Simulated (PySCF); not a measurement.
Fill in the blanks.

Species: PH2 (doublet state).
SMILES: `[PH2]`

```json
{"property": "point group", "level": "PBE0-D3(BJ)/def2-SVP", "value": "C2v"}
{"property": "rotational constants A, B, C", "level": "PBE0-D3(BJ)/def2-SVP", "value": "266.428, 238.313, 125.794 GHz"}
{"property": "dipole moment", "level": "PBE0-D3(BJ)/def2-SVP", "value": "?"}
{"property": "isotropic g value", "level": "unrestricted B3LYP/IGLO-III on P, pcH-1 on H, mean-field spin–orbit", "value": "?"}
{"property": "spin squared ⟨S²⟩", "level": "unrestricted B3LYP/IGLO-III on P, pcH-1 on H", "value": "0.755"}
{"property": "largest isotropic hyperfine couplings (means over sets of like nuclei)", "level": "unrestricted B3LYP/IGLO-III on P, pcH-1 on H, mean-field spin–orbit", "value": "?"}
```

The electronic properties come from PySCF, for the isolated species, density fitting. Geometry: PBE0-D3(BJ)/def2-SVP; no solvent, vibrations or thermal averaging.

What is the dipole moment?

0.83 D.

Give the largest isotropic hyperfine couplings (means over sets of like nuclei).

31P +157.4, 1H -39.7 (×2) MHz.

The isotropic g value?

2.00855.

The rotational constants make it an asymmetric top with κ = (2B − A − C)/(A − C) = 0.60, nearer the oblate limit (+1). The dipole equals about 2.8 × 10⁻³⁰ C·m (1 D = 3.33564 × 10⁻³⁰ C·m). At 9.50 GHz, hν = g·μB·B₀ (B₀ the magnetic field) puts the centre of the isotropic spectrum, to first order, at 337.9 mT.
